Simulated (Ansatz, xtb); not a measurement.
# Relaxing a trial structure of AlH3Si2+

The starting geometry of this gas-phase doublet has its atoms placed at random.

```json
{"atom": "Al", "x (Å)": "0.8744", "y (Å)": "-0.7158", "z (Å)": "1.4450"}
{"atom": "Si", "x (Å)": "-0.5210", "y (Å)": "-0.9832", "z (Å)": "-0.0895"}
{"atom": "Si", "x (Å)": "-1.2540", "y (Å)": "0.8951", "z (Å)": "-0.3663"}
{"atom": "H", "x (Å)": "-0.2584", "y (Å)": "0.7564", "z (Å)": "1.1521"}
{"atom": "H", "x (Å)": "1.7299", "y (Å)": "-1.0155", "z (Å)": "0.0268"}
{"atom": "H", "x (Å)": "1.5538", "y (Å)": "0.5606", "z (Å)": "0.9462"}
```

Task: Guess where an optimisation with r2SCAN-D4/def2-SVP ends from this start.

Result: It ends as a structure with H4 bridging Al1 and Si3, H5 bridging Si3 and Si2, given below by its coordinates. Distances that change by over a tenth: Al1–Si2 (2.09 → 2.36 Å), Si2–Si3 (2.04 → 2.38 Å). Contacts that open: Al1–H5 (1.68 → 2.34 Å). Contacts that close: Si2–H5 (2.25 → 1.69 Å), Si3–H4 (1.82 → 1.67 Å), Si3–H5 (3.56 → 1.77 Å).

The energy falls by 4.35 eV over 18 steps:

| step | E − E(last) (eV) |
| --- | --- |
| 1 | 4.353 |
| 3 | 1.902 |
| 5 | 0.989 |
| 7 | 0.463 |
| 9 | 0.236 |
| 10 | 0.188 |
| 12 | 0.049 |
| 14 | 0.006 |
| 16 | 0.001 |
| 18 | 0.000 |

Final geometry (Å):

```xyz
6

Al    1.1153   -0.2383    1.3713
Si   -0.3935   -1.6598    0.2477
Si   -1.0662    0.4708   -0.5690
H    -0.0574    0.9487    0.6742
H     0.3453   -0.5702   -0.8166
H     2.1813    0.5467    2.2066
```

From the same start GFN2-xTB ends elsewhere, differing in Al1–Si3 (2.63 against 3.00 Å here), Al1–H5 (1.57 against 2.34 Å here), Si2–H5 (2.64 against 1.69 Å here), Si3–H4 (2.47 against 1.67 Å here), Si3–H5 (3.39 against 1.77 Å here).

From so rough a start the end depends on the optimiser's path, so another program may land elsewhere. No frequencies were run, so the end isn't proven a minimum. Open shells are spin-unrestricted. Run with Ansatz 0.2.0, 3.8 min on 1 thread of Arm Neoverse V1, with other jobs on the host.
